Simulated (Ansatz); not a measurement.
Ansatz (a program for electronic structure) input:

Ansatz 0.2 input:
```yaml
crystal:
  periodic: [false, false, false]
  atoms:
    - {symbol: O, position_ang: [0.09449043, 1.42451755, -0.06059503]}
    - {symbol: C, position_ang: [0.00851630, 0.10794514, 0.29999916]}
    - {symbol: H, position_ang: [0.01843893, 0.18276159, 1.41082792]}
    - {symbol: C, position_ang: [-1.32105273, -0.53455223, -0.10920181]}
    - {symbol: C, position_ang: [1.23758972, -0.70475548, -0.12059372]}
    - {symbol: H, position_ang: [-1.37542931, -0.60841548, -1.19698145]}
    - {symbol: H, position_ang: [1.27205819, -0.78452879, -1.20876892]}
    - {symbol: H, position_ang: [-2.15753038, 0.07068713, 0.23842102]}
    - {symbol: H, position_ang: [2.14991182, -0.21584789, 0.21924289]}
    - {symbol: H, position_ang: [-1.41178349, -1.53950514, 0.30620848]}
    - {symbol: H, position_ang: [1.19809106, -1.71311639, 0.29458848]}
basis:
  gaussian:
    orbitals: def2-TZVPD
hamiltonian:
  xc: {name: B97M-V}
magnetization: {spin_polarized: true, initial_magnetization: 1}
output: {forces: true}
```

Problem. What final total energy does it print?

Solution. -193.74049 Eh (B97M-V/def2-TZVPD). The basis has 214 functions.

It need not be the lowest isomer of its formula.
